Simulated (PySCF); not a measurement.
**Electron affinity of F by level of theory**

F⁻ [Ne] (1S) → F [He] 2s2 2p5 (2P), as a difference of total energies. Calculation: PySCF 2.14, in aug-cc-pwCVTZ (7s6p4d2f, 59 functions); the non-relativistic Hamiltonian (point nucleus). Correlated levels: valence and next inner shell: nothing frozen. The calculations carry no spin-orbit coupling.

| method | electron affinity (eV) | plus first-order spin-orbit estimate | error of that sum (eV) |
| --- | --- | --- | --- |
| UHF | 1.195 | 1.178 | -2.223 |
| MP2 (valence and next inner shell) | 3.649 | 3.632 | +0.231 |
| SCS-MP2 (valence and next inner shell) | 3.460 | 3.443 | +0.042 |
| CCSD (valence and next inner shell) | 3.154 | 3.137 | -0.264 |
| CCSD(T) (valence and next inner shell) | 3.321 | 3.304 | -0.097 |

Reference: 3.401 eV (measured; photodetachment measurements, as compiled on the Wikipedia data page of electron affinities).

A first-order spin-orbit estimate (lowest level to lowest level, LS coupling) adds -0.017 eV.

Errors of the correlated levels include the incompleteness of this basis.
